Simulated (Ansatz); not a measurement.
**HS (SMILES [SH]) at 6 levels**

Aim: a comparison of 6 runs (UHF/cc-pVDZ, U-wB97X/3-21G, UBHLYP/cc-pVDZ, UPBE/cc-pVDZ, UBCCD(T)/3-21G, UCCSD/3-21G) of HS. 

Program for the calculation: Ansatz 0.2.0.

55 further runs of the same task are left out: 2 that didn't finish, 53 set aside as unsound or not needed.

### 1 The system as given

The species is HS (2 atoms), meant as a doublet with charge 0. As SMILES, `[SH]`. The H2–S1 distance was set to 2.018 Å, away from the relaxed value.

Bond lengths: S1–H2 2.018 Å.

### 2 A single-point energy at UHF/cc-pVDZ (run 1)

Input file in.yaml:

```yaml
crystal:
  periodic: [false, false, false]
  atoms:
    - {symbol: S, position_ang: [1.149151, -0.375630, 0.590936]}
    - {symbol: H, position_ang: [-0.574560, 0.187810, -0.295460]}
basis:
  gaussian:
    orbitals: cc-pVDZ
hamiltonian:
  xc: hf
accuracy: high
magnetization:
  spin_polarized: true
  initial_magnetization: 1
```

The run is started by

```bash
ansatz run in.yaml --threads 1 --pin off --max-ram 3480MiB --events-out events.jsonl --progress --plain --runs-dir runs
```

Standard output:

```text
Warning: RAYON_NUM_THREADS=1 ignored (pool sized by the plan → 1); use --threads N
Functional definition: HF
  name "HF"
  exchange = exact_x
  correlation = 0
405 factors; integrals over basis functions are off by at most 3.0e-9 eV
mean field evaluation 1: about -10829.4675 eV, gradient 6.4e0 eV
mean field evaluation 2: about -10829.4718 eV, gradient 6.4e0 eV
mean field evaluation 4: about -10830.0130 eV, gradient 1.1e0 eV
mean field evaluation 8: about -10829.9715 eV, gradient 1.3e-1 eV
mean field evaluation 16: about -10830.4993 eV, gradient 2.8e-5 eV
mean field evaluation 32: about -10830.4993 eV, gradient 5.3e-6 eV
mean field evaluation 64: about -10829.9176 eV, gradient 2.6e0 eV
mean field -10830.49928273 eV, -398.0135074643 hartree, gradient 7.7e-8 eV, S^2 1.313943; 3 other end points of the search recorded, 0 dependent functions left out
reference -10830.49928273 eV, -398.0135074643 hartree; 9, 8 occupied and 14, 15 virtual orbitals, 405 factors
Total energy: -10830.49928273 eV, -398.0135074643 hartree
```

Run time: 0.26 s. Hardware: 1 thread of Arm Neoverse V1, shared host.

### 3 A single-point energy at U-wB97X/3-21G (run 2)

Input file run.yaml:

```yaml
crystal:
  periodic: [false, false, false]
  atoms:
    - {symbol: S, position_ang: [1.149151, -0.375630, 0.590936]}
    - {symbol: H, position_ang: [-0.574560, 0.187810, -0.295460]}
basis:
  gaussian: {orbitals: 3-21G.json}
accuracy: high
hamiltonian: {xc: {name: wB97X}}
magnetization: {spin_polarized: true, initial_magnetization: 1}
total_charge: 0
```

The basis set 3-21G is read from a file made from the Basis Set Exchange's data (not shown).

The run is started by

```bash
ansatz run run.yaml --threads 1 --pin off --max-ram 3480MiB --events-out events.jsonl --progress --plain --runs-dir runs
```

Standard output (excerpt; [...] marks lines left out):

```text
Warning: RAYON_NUM_THREADS=1 ignored (pool sized by the plan → 1); use --threads N
Functional definition: wB97X
  name "wB97X"
[...]
      + exact_x_lr(omega)
[...]
      + integral(e_c_pw_opposite_spin*poly(b97_u_opposite, 1, cos1, cos2, cos3, cos4))
265 factors; integrals over basis functions are off by at most 3.6e-9 eV
107 factors; integrals over basis functions are off by at most 1.8e-9 eV
[...]
mean field -10794.35389160 eV, -396.6851888405 hartree, gradient 2.6e-8 eV, S^2 0.835914; 2 other end points of the search recorded, 0 dependent functions left out
reference -10794.35389042 eV, -396.6851887971 hartree; 9, 8 occupied and 6, 7 virtual orbitals, 265 factors
Total energy: -10794.35389042 eV, -396.6851887971 hartree
```

Run time: 4.8 s. Hardware: 1 thread of Arm Neoverse V1, shared host; peak memory 0.21 GiB.

### 4 A single-point energy at UBHLYP/cc-pVDZ (run 3)

Input file in.yaml:

```yaml
crystal:
  periodic: [false, false, false]
  atoms:
    - {symbol: S, position_ang: [1.149151, -0.375630, 0.590936]}
    - {symbol: H, position_ang: [-0.574560, 0.187810, -0.295460]}
basis:
  gaussian: {orbitals: cc-pVDZ}
magnetization: {spin_polarized: true, initial_magnetization: 1}
hamiltonian: {xc: {name: BHLYP}}
accuracy: high
```

The run is started by

```bash
ansatz run in.yaml --threads 1 --pin off --max-ram 3480MiB --events-out events.jsonl --progress --plain --runs-dir runs
```

Standard output:

```text
Warning: RAYON_NUM_THREADS=1 ignored (pool sized by the plan → 1); use --threads N
Functional definition: BHLYP
  name "BHLYP"
  parameter a = 0.5
  exchange = (1 - a)*b88_x + a*exact_x
  correlation = lyp_c
405 factors; integrals over basis functions are off by at most 3.0e-9 eV
mean field evaluation 1: about -10847.7149 eV, gradient 5.8e0 eV
mean field evaluation 2: about -10847.8266 eV, gradient 5.7e0 eV
mean field evaluation 4: about -10848.0948 eV, gradient 5.4e-1 eV
mean field evaluation 8: about -10848.1124 eV, gradient 3.0e-1 eV
mean field evaluation 16: about -10848.1525 eV, gradient 4.1e-8 eV
mean field evaluation 32: about -10845.7751 eV, gradient 8.0e0 eV
mean field -10848.15254548 eV, -398.6622529043 hartree, gradient 2.2e-8 eV, S^2 0.928720; 3 other end points of the search recorded, 0 dependent functions left out
reference -10848.15256307 eV, -398.6622535509 hartree; 9, 8 occupied and 14, 15 virtual orbitals, 405 factors
Total energy: -10848.15256307 eV, -398.6622535509 hartree
```

Run time: 1.7 s. Hardware: 1 thread of Arm Neoverse V1, shared host; peak memory 0.091 GiB.

Runs 4 to 5 aren't shown in full; the table further down has their settings and results.

### 5 The energy at UCCSD/3-21G (run 6)

Input file job.yaml:

```yaml
crystal:
  periodic: [false, false, false]
  atoms:
    - symbol: S
      position_ang: [1.149151, -0.375630, 0.590936]
    - symbol: H
      position_ang: [-0.574560, 0.187810, -0.295460]
basis:
  gaussian:
    orbitals: 3-21G.json
magnetization:
  spin_polarized: true
  initial_magnetization: 1
correlation:
  method: ccsd
  frozen_orbitals: {H: 0, S: 5}
accuracy: high
scf:
  omitted_lower_state_checks: [cluster_reference, increment]
```

The basis set 3-21G is read from a file made from the Basis Set Exchange's data (not shown).

The run is started by

```bash
ansatz run job.yaml --threads 1 --pin off --max-ram 3480MiB --events-out events.jsonl --progress --plain --runs-dir runs
```

Standard output:

```text
Warning: RAYON_NUM_THREADS=1 ignored (pool sized by the plan → 1); use --threads N
[... 14 lines left out ...]
5 core orbitals not correlated: weight in the atoms' cores, before any rotation towards them, 1.000 or more for the frozen orbitals, at most 0.000 for the correlated occupied ones
[... 30 lines left out ...]
Total energy: -10778.98833159 eV, -396.1205149252 hartree
Checks for a lower state left out: cluster_reference, increment
```

It took 0.3 s on 1 thread of Arm Neoverse V1, shared host.

### 6 Overview of the runs

| run | level | frozen core orbitals | energy (Eh) | ⟨S²⟩ | wall time |
| --- | --- | --- | --- | --- | --- |
| 1 | UHF/cc-pVDZ | – | -398.013507 | 1.314 | 0.26 s |
| 2 | U-wB97X/3-21G | – | -396.685189 | 0.836 | 4.8 s |
| 3 | UBHLYP/cc-pVDZ | – | -398.662254 | 0.929 | 1.7 s |
| 4 | UPBE/cc-pVDZ | – | -398.494015 | 0.768 | 2.6 s |
| 5 | UBCCD(T)/3-21G | 5 | -396.121531 | 1.330 | 0.46 s |
| 6 | UCCSD/3-21G | 5 | -396.120515 | 1.330 | 0.3 s |

### 7 Results

```
                                          quantity          value
                               run 6: total energy  -396.12051 Eh
run 6: correlation energy (5 core orbitals frozen)      -56.4 mEh
          run 6: ⟨S²⟩ of the reference determinant          1.330
                              run 6: T1 diagnostic          0.091
```

Totals of different functionals can't be ranked against each other. Spin contamination of the reference: run 5 ⟨S²⟩ = 1.33, run 6 ⟨S²⟩ = 1.33, run 1 ⟨S²⟩ = 1.31, run 3 ⟨S²⟩ = 0.93. All runs together took 10 s, the longest 4.8 s.
